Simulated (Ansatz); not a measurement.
Process, species as SMILES: S=C=S + 4 [H][H] (H2) → C (CH4) + 2 S (H2S)
B3LYP-D3(BJ)/def2-TZVP geometries, fixed; electronic energies without zero-point terms.

Basis-set convergence of the energy of full hydrogenation at CCSD(T) with Ansatz (a first-principles code). Cartesian d functions, on some or all atoms, in 6-311G**, 6-311+G**; all else is spherical. Cores are frozen. No added dispersion term, no relativity. Functions are those of the species that has most. Reference: Hartree-Fock in aug-cc-pV(Q+d)Z plus the correlation part extrapolated as X^-3 from aug-cc-pV(T+d)Z and aug-cc-pV(Q+d)Z, -70.50 kcal/mol, itself unsure by roughly 0.29 kcal/mol (a third of the extrapolation step and of the last Hartree-Fock step). Deviations are taken from unrounded values. Cost is core time over that of jun-cc-pV(T+d)Z, rough, on shared machines of one kind; a dash marks a row that isn't timed (too short, read off another run, short of memory, by another algorithm or on other hardware).

```tsv
basis	functions	energy of full hydrogenation (kcal/mol)	minus reference (kcal/mol)	cost
6-311G**	72	-66.16	4.34	0.3×
aug-pcseg-1	77	-71.98	-1.48	0.3×
6-311+G**	84	-65.35	5.15	0.4×
jun-cc-pV(T+d)Z	135	-70.58	-0.08	1×
def2-TZVPPD	139	-70.84	-0.34	1×
def2-QZVPPD	221	-70.88	-0.38	6×
aug-pcseg-3	281	-71.08	-0.58	-
cc-pV(5+d)Z	311	-70.06	0.44	-
pcseg-4	345	-70.76	-0.26	-
```

The smallest set listed that lies within 2 kcal/mol of the reference with all its larger relatives (same family, alike in diffuse functions; a set with none counts only in the reference's own line) is aug-pcseg-1 (77 functions, 0.3× in cost, -1.48 kcal/mol off). Inside, with no larger relative to test it: cc-pV(5+d)Z, pcseg-4. (Relatives not listed, tested too: aug-pcseg-2 -0.01, aug-cc-pV(T+d)Z -1.32, aug-cc-pV(Q+d)Z -0.33 kcal/mol.)
